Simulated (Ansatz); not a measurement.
Wavefunction ladder for `[CH3][AlH][SH]`

```xyz
8

C    -1.357    0.023   -0.171
Al    0.530    0.313    0.193
S     1.932   -1.305   -0.259
H    -1.948    0.118    0.746
H    -1.554   -0.963   -0.598
H    -1.738    0.776   -0.868
H     1.129    1.649    0.800
H     3.005   -0.612    0.157
```

Charge 0, multiplicity 1. The structure was optimised at the PBE0-D4/def2-TZVP level. It is one conformer, not always the lowest. Frozen core, restricted reference, Ansatz. CBS rows extrapolate triple and quadruple zeta.

```
      basis     HF (Eh)  MP2 corr.  CCSD corr.       (T)  CCSD(T) total
   def2-SVP  -680.04515   -0.34310    -0.38800  -0.01025     -680.44340
 def2-TZVPP  -680.31295   -0.43943    -0.48371  -0.01911     -680.81577
 def2-QZVPP  -680.33324   -0.47280    -0.51153  -0.02169     -680.86646
  CBS(def2)  -680.33604   -0.49751    -0.53214  -0.02360     -680.89178
cc-pV(D+d)Z  -680.28556   -0.34915    -0.39581  -0.01068     -680.69205
cc-pV(T+d)Z  -680.32356   -0.43967    -0.48392  -0.01915     -680.82663
cc-pV(Q+d)Z  -680.33213   -0.47228    -0.51114  -0.02164     -680.86491
    CBS(cc)  -680.33472   -0.49549    -0.53052  -0.02341     -680.88865
```
